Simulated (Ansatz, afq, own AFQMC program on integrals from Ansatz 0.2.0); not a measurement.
AFQMC on a folder of integrals that Ansatz 0.2.0 wrote.

```yaml
crystal:
  periodic: [false, false, false]
  atoms:
    - {symbol: S, position_ang: [0.000000, 0.000000, 0.000000]}
basis:
  gaussian: {orbitals: cc-pVDZ}
magnetization: {spin_polarized: true, initial_magnetization: 4}
correlation: {method: ccsd_t, electrons: outside_noble_gas, hamiltonian_folder: ham}
```

```sh
$ ansatz run in.yaml --threads 1 --pin off --events-out ev --progress --plain --max-ram 1382MiB
```

afq runs on the folder ham with

```
--method phaseless --trial cisd --walkers 200 --populations 1 --least-time 40 --time-step 0.005 --steps-per-block 50 --equilibration-blocks 28 --max-blocks 300 --target-error 0.00029 --factor-cut 1e-05 --start spin_pure --seed 1829 --release-times 0.24,0.51,0.99,1.62,2.4 --release-step 0.03 --release-every 4 --taylor-order 6
```

Times are imaginary, in 1/Eh. The walk had a cap of 413 s.

```
orbitals 13  electrons 5 1  factors 69 of 109
reference energy -396.89224808 Eh
CCSD correlation -0.11360321 Eh in 9 cycles, weight of the determinant in the CISD state 0.9241
energy of the start -397.005851 Eh
 block  time / (1/Eh)  mean weight  energy / Eh
     1     0.250  0.9999  -397.005510
     2     0.500  1.0000  -397.005982
     3     0.750  0.9999  -397.006629
     4     1.000  1.0000  -397.007391
     5     1.250  0.9994  -397.007690
    10     2.500  1.0004  -397.007015
    29     7.250  0.9998  -397.008742
    49    12.250  1.0010  -397.009454
    69    17.250  1.0002  -397.007851
    89    22.250  0.9994  -397.007918
   109    27.250  1.0000  -397.008238
   125    31.250  1.0008  -397.011071
   129    32.250  1.0015  -397.009622
   149    37.250  1.0001  -397.006938
   161    40.250  1.0000  -397.006665
   169    42.250  0.9986  -397.008306
   185    46.250  1.0002  -397.008159
blocks merged  error / Eh  count
     1  0.000067  160
     2  0.000084  80
     4  0.000099  40
     8  0.000108  20
    16  0.000116  10
released: time / (1/Eh)  energy / Eh  error  mean overlap
  0.24  -397.008508  0.000116  1.0030
  0.51  -397.008715  0.000108  0.9995
  0.99  -397.008778  0.000095  0.9970
  1.62  -397.008971  0.000096  0.9925
  2.40  -397.008958  0.000125  0.9868
energy -397.008317 +/- 0.000108 Eh
(rows thinned)
```

**Question.** Estimate how long the walk took on 1 thread of Arm Neoverse V2, on a shared host.

**Answer.** 60 s of wall time.

The run passed its tests (sampling time, drift between the halves within three errors, error under three times the target), which doesn't prove that it has relaxed.

Against this walk (error 2.9 meV) on the same determinant: CCSD(T) 6.9 meV higher, CCSDT(Q) 15.3 meV lower, CCSDTQ 17.3 meV lower, full CI 17.5 meV lower. The error is statistical and leaves out the bias of the constraint. Released to 2.40 1/Eh the energy lies 17 ± 4 meV (both errors) below the phaseless value, which shows part or all of the bias of the constraint, and full CI lies 0.1 meV below the released value. Full CI is exact here, so the walk's 18 meV above it is the walk's own error: the bias of the constraint with this trial.

Cautions: constraint bias not in the error; another spin lies lower (by 16.11 eV); in this basis the state lies above a state of the ion, a sign that the basis lacks the diffuse functions it needs, so its energy is an artefact of the basis; the search met a lower determinant of the same kind, perhaps of another symmetry (80 meV lower), and this one is a saddle point.

CCSDT and higher add their correlation energy to the determinant of the CCSD(T) run, since their own runs factorise the integrals more tightly (a shift of under 2 meV). A walk keeps the symmetry of its determinant, which the program's search chose and which needn't be the lowest solution, so a lower state of the same spin and another symmetry isn't excluded.
